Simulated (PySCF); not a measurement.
**Gas-phase XPS of BH2F, computed**

BH2F.
Geometry (PBE0-D3(BJ)/def2-SVP, Å), atoms numbered from 1 in this order:
```
atom  x, y, z in Å
B1     0.0244    0.0392    0.0002
H2     1.2311   -0.0416    0.0155
H3    -0.5871    1.0825   -0.0204
F4    -0.6684   -1.0801    0.0047
```

Level of theory: PySCF, delta-SCF UKS SCAN, pcX-2 on the ionised atom, pcseg-1 elsewhere, spin-free X2C. Vertical ΔSCF values, vacuum level as zero.

Task: Give the core binding energies atom by atom.

Result: 
```csv
atom(s),bonded to,level,binding energy (eV),count
F4,B,F 1s,693.86,1
B1,F and 2 H,B 1s,198.99,1
```

Task: Express the binding energy of B 1s of B1 in atomic units and per mole.

Result: 198.99 eV = 7.3127 Eh = 19200 kJ/mol.

Task: Which photon energy gives electrons from B 1s of B1 a kinetic energy of 200 eV, and what is their de Broglie wavelength?

Result: hν = 198.99 + 200 = 398.99 eV, recoil neglected; λ = 12.264 Å/√(E/eV) = 0.87 Å.

Isolated species at its PBE0-D3(BJ)/def2-SVP geometry, gas phase.

On an x86-64 server with one thread, no GPU, shared host, this took 2.3 s of wall time.
